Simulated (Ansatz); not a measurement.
The input, for Ansatz 0.2.0:

```yaml
crystal:
  periodic: [false, false, false]
  atoms:
    - {symbol: Si, position_ang: [0.000000, 0.000000, 0.000000]}
    - {symbol: Si, position_ang: [0.000000, 0.000000, 2.260108]}
basis:
  gaussian: {orbitals: "6-31G*", occupation: {up: {"Ag": 5, "B1u": 4, "B2g": 1, "B2u": 2, "B3g": 1, "B3u": 2}, down: {"Ag": 4, "B1u": 4, "B2g": 1, "B2u": 1, "B3g": 1, "B3u": 2}}}
magnetization: {spin_polarized: false, initial_magnetization: 2}
correlation: {method: fci, electrons: outside_noble_gas}
```

```sh
$ ansatz run in.yaml --threads 5 --pin off --events-out ev --progress --plain --max-ram 82944MiB --backend cuda --devices 0, --max-vram 75GiB
```

The program prints:

```
589 factors; integrals over basis functions are off by at most 6.1e-8 eV
mean field evaluation 1: about -15719.4905 eV, gradient 3.9e0 eV
mean field evaluation 2: about -15719.6410 eV, gradient 1.5e-1 eV
mean field evaluation 4: about -15719.8027 eV, gradient 1.6e-2 eV
mean field evaluation 8: about -15719.8031 eV, gradient 2.2e-6 eV
mean field -15719.80311730 eV, -577.6921092957 hartree, gradient 3.3e-6 eV, S^2 2.000000; 0 other end points of the search recorded, 0 dependent functions left out
mean field evaluation 16: about -15719.9330 eV, gradient 3.9e-1 eV
mean field evaluation 32: about -15719.9402 eV, gradient 3.5e-1 eV
mean field evaluation 64: about -15720.4130 eV, gradient 6.3e-1 eV
mean field evaluation 96: about -15720.3616 eV, gradient 1.2e0 eV
mean field evaluation 128: about -15719.9388 eV, gradient 1.5e-4 eV
10 core orbitals not correlated: weight in the atoms' cores, before any rotation towards them, 1.000 or more for the frozen orbitals, at most 0.000 for the correlated occupied ones
reference -15719.80311730 eV, -577.6921092957 hartree; 5, 3 occupied and 23, 25 virtual orbitals, 589 factors
state -15724.88169383 eV, -577.8787435407 hartree
Total energy: -15724.88169383 eV, -577.8787435407 hartree
```

Natural occupations: 1.9492 1.8869 1.8326 1.0074 0.9550 0.1527 0.0776 0.0384 0.0155 0.0110 0.0092 0.0079 0.0076 0.0072 0.0067 0.0055 0.0052 0.0046 0.0045 0.0042 0.0033 0.0026 0.0021 0.0019.

Ran on 5 threads of AMD EPYC 7R13 with a whole H100 80 GB, shared host: 2.2 s wall, 0.79 GiB peak host memory.
